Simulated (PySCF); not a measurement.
Input of a run (PBE0-D3(BJ)/def2-SVP geometry optimisation, gas phase (PySCF 2.14.0)), started from GFN2-xTB:
```
{"job": {"xc": "PBE0", "basis": "def2-SVP", "d3": "d3bj", "grid": 1, "maxiter": 40, "kind": "geom"}, "charge": -1, "multiplicity": 1}
B      0.000000    -0.000190    -0.000050
H      0.011880    -0.020580     1.229120
H      1.154650     0.011840    -0.420810
H     -0.587600     1.007810    -0.387560
H     -0.578930    -0.998880    -0.420690
```

Output (energies in Eh, forces in Eh/bohr):
```
step   0  E = -27.17955206  max force = 0.008881
step   1  E = -27.18032231  max force = 0.000813
step   2  E = -27.18032925  max force = 0.000042
optimisation converged
```

**Question.** Summarise the run.

**Answer.** The energy falls by 2.0 kJ/mol over 3 energy and gradient evaluations, the largest force component goes from 0.0089 to 4.2e-05 Eh/bohr, and the atoms move by 0.021 Å rms after alignment. Among the bonds, B1–H2, B1–H3, B1–H4 and B1–H5 change most and about equally (+0.023 to +0.024 Å). Bonds longer at the end by more than 0.005 Å: 4 of 4; shorter: 0. The energy never rose by more than 1e-6 Eh on the way. The first step brought 99 % of the lowering.

**Question.** What are the final bond lengths?

**Answer.** B1–H2 1.252 Å, B1–H3 1.252 Å, B1–H4 1.252 Å, B1–H5 1.252 Å. Numbering counts from 1 in the input's order; the species is [BH4]-, `[BH4-]`.

The run used 34 basis functions and 15 SCF cycles in all. Time: 1.6 s. Hardware: one thread of an x86-64 server, on a shared host.

Whether it is a minimum is left open (no frequencies).
